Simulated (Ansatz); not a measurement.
C5H8, SMILES `C1=CCCC1`. Charge 0, multiplicity 1. The geometry is a stationary point of PBE0-D4/def2-TZVP.

```xyz
13

C     0.118    0.695   -1.153
C    -0.476   -0.493   -1.165
C    -0.593   -1.074    0.214
C     0.347   -0.184    1.044
C     0.503    1.115    0.236
H     0.274    1.320   -2.025
H    -0.877   -0.979   -2.047
H    -0.316   -2.131    0.258
H    -1.631   -1.013    0.565
H    -0.015   -0.013    2.059
H     1.322   -0.672    1.125
H     1.515    1.526    0.294
H    -0.172    1.904    0.594
```

What is the dipole moment at PBE/def2-TZVPP? (Estimate.)

Computed: 0.24 D, with components (-0.03, 0.01, 0.24) D in this frame, pointing from negative to positive charge.

And with r2SCAN, B3LYP, ωB97M-V? (An estimate is asked.)

Computed: r2SCAN 0.25 D, B3LYP 0.23 D, ωB97M-V 0.22 D.

Give the Mulliken charges with PBE, B3LYP, r2SCAN in def2-TZVPP. (Best estimate.)

The calculation gave: 
| atom | PBE | B3LYP | r2SCAN |
| --- | --- | --- | --- |
| C1 | -0.15 | -0.16 | -0.15 |
| C2 | -0.15 | -0.16 | -0.15 |
| C3 | -0.06 | -0.08 | 0.02 |
| C4 | -0.14 | -0.14 | -0.06 |
| C5 | -0.06 | -0.08 | 0.02 |
| H6 | 0.09 | 0.11 | 0.08 |
| H7 | 0.09 | 0.11 | 0.08 |
| H8 | 0.06 | 0.06 | 0.03 |
| H9 | 0.06 | 0.06 | 0.03 |
| H10 | 0.06 | 0.07 | 0.03 |
| H11 | 0.07 | 0.07 | 0.03 |
| H12 | 0.06 | 0.06 | 0.03 |
| H13 | 0.06 | 0.06 | 0.03 |

B3LYP here is the variant with VWN-RPA as its local correlation; programs differ in this.
